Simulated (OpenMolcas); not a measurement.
# AlO (oxoaluminum): the energy, rung by rung

AlO: 2 atoms, total charge 0, spin state doublet. SMILES: `[O]=[Al]`. The coordinates come from a PBE0-D4/def2-TZVP relaxation.

```xyz
2

O     0.0000    0.0000   -0.0249
Al    0.0000    0.0000    1.5950
```

Each level gives the energy change with the O1–Al2 bond stretched from 1.620 to 4.050 Å (eV). The values are calculated.

| level | kind | program | value (eV) | less FCI/STO-3G |
| --- | --- | --- | --- | --- |
| USVWN5/STO-3G | LDA | OpenMolcas | 242.92 | +237.96 |
| UPBE/STO-3G | GGA | OpenMolcas | 242.79 | +237.83 |
| U-r2SCAN/STO-3G | meta-GGA | OpenMolcas | 242.66 | +237.70 |
| UB3LYP/STO-3G | global hybrid | OpenMolcas | 242.59 | +237.63 |
| UM06-2X/STO-3G | hybrid meta-GGA | OpenMolcas | 241.39 | +236.43 |
| CASPT2(3,3)/STO-3G | multireference | OpenMolcas | 4.21 | -0.75 |
| FCI/STO-3G | exact in the basis | OpenMolcas | 4.96 | 0.00 |

FCI/STO-3G is exact within its basis and frozen core, so for wave-function methods in that basis the difference is their error; functionals converge differently with the basis, so for them it is only a difference. The first shape isn't each level's own minimum. The values span 4.21 to 242.92 eV. All rows use very small basis sets, so even the best lies far from the true value.
